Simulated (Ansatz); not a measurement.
Input file for Ansatz (a first-principles code): U-wB97X-V/def2-TZVPPD on C2H5 (SMILES [CH2]C), 2S+1 = 2. Files ending in .json are basis or fitting sets from the Basis Set Exchange.

Ansatz 0.2 input:
```yaml
crystal:
  periodic: [false, false, false]
  atoms:
    - {symbol: C, position_ang: [-0.25871900, -0.81682900, 0.00000000]}
    - {symbol: C, position_ang: [-0.25098700, 0.67419100, 0.00000000]}
    - {symbol: H, position_ang: [0.75883000, -1.22593900, 0.00000000]}
    - {symbol: H, position_ang: [-0.75883000, -1.21386600, 0.88341900]}
    - {symbol: H, position_ang: [-0.75883000, -1.21386600, -0.88341900]}
    - {symbol: H, position_ang: [-0.17002100, 1.22593900, -0.92432000]}
    - {symbol: H, position_ang: [-0.17002100, 1.22593900, 0.92432000]}
basis:
  gaussian:
    orbitals: def2-TZVPPD.json
hamiltonian:
  xc: {name: wB97X-V}
magnetization: {spin_polarized: true, initial_magnetization: 1}
```

The log:

```
WARN ansatz: RAYON_NUM_THREADS=1 ignored (pool sized by the plan → 1); use --threads N
Functional definition: wB97X-V
integrals: 0.05 GiB planned
643 factors; their error is unknown
integrals: 0.08 GiB planned
224 factors; integrals over basis functions are off by at most 1.9e-5 eV
mean field: 0.81 GiB planned
mean field evaluation 1: about -2151.6535 eV, gradient 2.3e1 eV
mean field evaluation 2: about -2153.0102 eV, gradient 1.5e1 eV
mean field evaluation 4: about -2154.0183 eV, gradient 2.9e-1 eV
mean field evaluation 8: about -2154.0062 eV, gradient 3.8e-1 eV
mean field evaluation 16: about -2154.0066 eV, gradient 4.2e-5 eV
mean field -2154.00658350 eV, -79.1582819054 hartree, gradient 4.2e-5 eV, S^2 0.753654; 0 other end points of the search recorded, 0 dependent functions left out
reference -2154.00658241 eV, -79.1582818654 hartree; 9, 8 occupied and 150, 151 virtual orbitals, 643 factors
Total energy: -2154.00658241 eV, -79.1582818654 hartree
```

The calculation finished and met its thresholds.

Cost: around 4 core-seconds (rough).
